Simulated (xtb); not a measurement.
# Si2H5O− (SMILES [SiH2-]O[SiH3]): GFN2-xTB (GBSA toluene)

Wanted: a structure relaxation of Si2H5O−. 

The results are computed with xtb 6.7.1.

6 further runs of the same task are left out: 6 set aside as unsound or not needed.

### 1 The structure to begin with

The species is Si2H5O− (8 atoms), meant as a singlet with charge -1. SMILES: `[SiH2-]O[SiH3]`. The coordinates come from a GFN2-xTB relaxation. This is one conformer, not always the lowest. The run starts from this shape.

Bond lengths: Si1–O2 1.766 Å, O2–Si3 1.558 Å, Si1–H4 1.507 Å, Si1–H5 1.507 Å, Si3–H6 1.483 Å, Si3–H7 1.485 Å, Si3–H8 1.480 Å. Angles: Si1–O2–Si3 143.9°, O2–Si1–H4 98.3°, O2–Si1–H5 98.6°, O2–Si3–H6 108.8°, O2–Si3–H7 110.1°, O2–Si3–H8 117.3°, H4–Si1–H5 98.0°, H6–Si3–H7 108.0°, H6–Si3–H8 106.2°, H7–Si3–H8 106.0°.

### 2 A geometry optimisation at GFN2-xTB (GBSA toluene)

Input file coord:

```
$coord
     -3.013300586545      1.297826107870     -1.969264697211  si
     -1.271615606522     -0.860184434668     -0.112627677028  o
      1.303778745163     -1.293366354216      1.246331070974  si
     -1.068394459080      1.754799679327     -3.998660479708  h
     -2.544724096682      3.651725660488     -0.436621221095  h
      2.311626379210     -3.797707003615      0.494635813121  h
      0.937738794823     -1.306197594603      4.028385871648  h
      3.344871932371      0.553103939417      0.747802422037  h
$end
```

On the command line:

```console
$ xtb coord -c -1 --opt --gbsa toluene --gfn 2 | tee coord.out
```

Q: Predict the results. Wanted: total energy at the end; HOMO energy; LUMO energy; HOMO–LUMO gap; dispersion energy; solvent term in the energy; mean polarisability.

**Answer.** As computed:

At GFN2-xTB (GBSA toluene):

```
                      quantity          value
       total energy at the end   -10.37957 Eh
                   HOMO energy       -6.26 eV
                   LUMO energy       -3.40 eV
                 HOMO–LUMO gap        2.85 eV
             dispersion energy  -20.97 kJ/mol
    solvent term in the energy  -205.0 kJ/mol
mean polarisability (D4 model)     85.7 bohr³
```

In words: At the final geometry: Bond lengths: Si1–O2 1.763 Å, O2–Si3 1.567 Å, Si1–H4 1.524 Å, Si1–H5 1.526 Å, Si3–H6 1.472 Å, Si3–H7 1.478 Å, Si3–H8 1.479 Å. Angles: Si1–O2–Si3 137.7°, O2–Si1–H4 97.4°, O2–Si1–H5 98.0°, O2–Si3–H6 105.3°, O2–Si3–H7 113.0°, O2–Si3–H8 114.3°, H4–Si1–H5 96.2°, H6–Si3–H7 109.3°, H6–Si3–H8 108.7°, H7–Si3–H8 106.2°. The optimisation took 29 steps and changed the energy by -0.028 eV. Mulliken charges run from -0.55 on O2 to +0.51 on Si3.
